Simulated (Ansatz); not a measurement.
Process, species as SMILES: ClB(Cl)Cl → Cl[B]Cl + Cl atom
B3LYP-D3(BJ)/def2-TZVP geometries, fixed; electronic energies without zero-point terms.
Largest species:
```
B
Cl 1 1.7452
Cl 1 1.7452 2 120.00
Cl 1 1.7452 2 120.00 3 -180.00
```

Basis-set convergence of the bond dissociation energy at HF with Ansatz (a first-principles code). Cartesian d functions, on some or all atoms, in 6-311G**, 6-311+G**; all else is spherical. Open shells are unrestricted. No added dispersion term, no relativity. Functions are those of the species that has most. Reference: the value in pcseg-4, 88.10 kcal/mol, itself unsure by roughly 0.05 kcal/mol (its mean distance from aug-pcseg-3, aug-cc-pV(Q+d)Z, cc-pV(5+d)Z). Deviations are taken from unrounded values.

```
basis            functions  bond dissociation energy (kcal/mol)
---------------  ---------  -----------------------------------
def2-SVP                68                                90.95
def2-SVPD              101                                88.98
pcseg-1                 68                                85.37
aug-pcseg-1            104                                87.63
cc-pV(D+d)Z             83                                88.37
aug-cc-pV(D+d)Z        119                                88.08
6-311G**                99                                87.39
6-311+G**              115                                88.10
pcseg-2                132                                88.24
aug-pcseg-2            196                                88.48
def2-TZVP              142                                88.29
def2-TZVPD             175                                88.13
cc-pV(T+d)Z            147                                88.30
aug-cc-pV(T+d)Z        211                                87.99
def2-TZVPP             157                                88.27
def2-TZVPPD            190                                88.11
cc-pV(Q+d)Z            247                                88.10
aug-cc-pV(Q+d)Z        347                                88.06
pcseg-3                252                                88.25
aug-pcseg-3            352                                88.18
def2-QZVPP             267                                88.07
def2-QZVPPD            300                                88.04
```

What the diffuse functions change, pair by pair:
- def2-SVP to def2-SVPD: 33 more functions, deviation 2.84 to 0.88 kcal/mol
- pcseg-1 to aug-pcseg-1: 36 more functions, deviation -2.73 to -0.48 kcal/mol
- cc-pV(D+d)Z to aug-cc-pV(D+d)Z: 36 more functions, deviation 0.27 to -0.02 kcal/mol
- 6-311G** to 6-311+G**: 16 more functions, deviation -0.72 to -0.01 kcal/mol
- pcseg-2 to aug-pcseg-2: 64 more functions, deviation 0.14 to 0.38 kcal/mol
- def2-TZVP to def2-TZVPD: 33 more functions, deviation 0.18 to 0.03 kcal/mol
- cc-pV(T+d)Z to aug-cc-pV(T+d)Z: 64 more functions, deviation 0.20 to -0.11 kcal/mol
- def2-TZVPP to def2-TZVPPD: 33 more functions, deviation 0.17 to 0.01 kcal/mol
- cc-pV(Q+d)Z to aug-cc-pV(Q+d)Z: 100 more functions, deviation -0.01 to -0.04 kcal/mol
- pcseg-3 to aug-pcseg-3: 100 more functions, deviation 0.14 to 0.08 kcal/mol
- def2-QZVPP to def2-QZVPPD: 33 more functions, deviation -0.03 to -0.06 kcal/mol

They bring the value nearer the reference by more than 0.05 kcal/mol in 8 of 11 pairs.
